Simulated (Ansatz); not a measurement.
## Ansatz (development build ahead of 0.2.0) run

```yaml
crystal:
  periodic: [false, false, false]
  atoms:
    - { symbol: "N", position_ang: [0.0, 0.0, -1.09873] }
    - { symbol: "N", position_ang: [0.0, 0.0, -0.06282] }
    - { symbol: O, position_ang: [0.0, 0.0, 1.01636] }
basis:
  gaussian: { orbitals: def2-TZVP }
hamiltonian:
  xc: hf
```

The input is written out in the form of the current development build from the run's settings.

The run gave:

```json
{
  "Converged": "yes",
  "Total energy": "-183.73999 hartree",
  "Spin squared of the determinant": "0.000"
}
```

Caution: no unrestricted run beside it, a lower state can exist.
